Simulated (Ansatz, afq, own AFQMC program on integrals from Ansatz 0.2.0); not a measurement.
HCl, singlet, reference energies and how methods fare

```json
{"atom": "Cl", "x (Å)": "0.0000", "y (Å)": "0.0000", "z (Å)": "0.0000"}
{"atom": "H", "x (Å)": "0.0000", "y (Å)": "0.0000", "z (Å)": "1.2788"}
```

Geometry: a PBE0/def2-TZVP stationary point, not shown to be a minimum. Basis cc-pVTZ. Noble-gas cores (and the filled d shells of Ga–Kr and In–Xe) are frozen. AFQMC by an in-house program on the Cholesky factors that Ansatz 0.2.0 writes for its CCSD(T) run. The CISD trial takes its coefficients from CCSD amplitudes. Released means that phaseless walkers are propagated on without the constraint, phases kept. ± is one standard error of the sampling.

Best estimates are CCSD(T) at the basis-set limit (def2-TZVPP/QZVPP) plus the step from CCSD(T) to the highest rung at hand in cc-pVTZ, named in the table (released AFQMC can keep some 10 meV of bias). No zero-point, core-correlation or spin–orbit terms. Other levels are in cc-pVTZ; a dash marks a level that is missing or breaks spin symmetry for a member.

Cautions: HCl⁺ (doublet): its ph-AFQMC/CISD value lies 20 ± 8 meV above CCSDT(Q).

| process | PBE (kJ/mol) |
| --- | --- |
| to charge +1, doublet (vertical) | 1225 |
| to free atoms | 442 |

(1) From these values, estimate the best estimates.

(1) 
```tsv
process	best estimate (kJ/mol)	highest rung
to charge +1, doublet (vertical)	1239	CCSDT(Q)
to free atoms	450	CCSDT(Q)
```

Errors against the best estimates in kJ/mol, in the same order:

```csv
level,"error, 1","error, 2"
MP2,-19,-13
CCSD(T),-25,-15
ph-AFQMC/CISD,-22 ± 1,-14 ± 0.8
CCSD(T)/CBS,0,0
PBE,-14,-7
r2SCAN,-13,-8
PBE0,-15,-13
B3LYP,-8,-13
wB97M-V,-12,-4
B2PLYP,-18,-14
```

Cost at the first geometry: PBE0/cc-pVTZ, 0.51 s on 1 thread of Arm Neoverse V1, with other jobs on the host; RCCSD(T)/cc-pVTZ, 0.36 s on 1 thread of Arm Neoverse V1 (shared host); CCSD(T)/def2-QZVPP, 1.9 s on 1 thread of Arm Neoverse V1 (shared host); CCSDT(Q), 6 s on 1 thread of Arm Neoverse V1 (shared host); ph-AFQMC/CISD with release, 2.7 min on 1 thread of Arm Neoverse V1 (shared host).

Best estimates are given only where the step beyond CCSD(T) is under 0.3 eV and no member's determinant is very poor (T1 over 0.05, or 0.07 for open shells, ⟨S²⟩ too high by 0.3, two states mixed), so the hardest cases are missing from such tables.

The functionals ran in a triple-zeta set and keep a basis error of their own, a few kJ/mol for each bond in atomization energies and more for double hybrids, so close places among them and the extrapolated levels can swap.

CCSDT and higher add their correlation energy to the determinant of the CCSD(T) run, since their own runs factorise the integrals more tightly (a shift of under 2 meV). Each member of a difference takes its own highest rung, so a best estimate needn't equal the limit plus the step of one row. A walk keeps the symmetry of its determinant, which the program's search chose and which needn't be the lowest solution, so a lower state of the same spin and another symmetry isn't excluded.
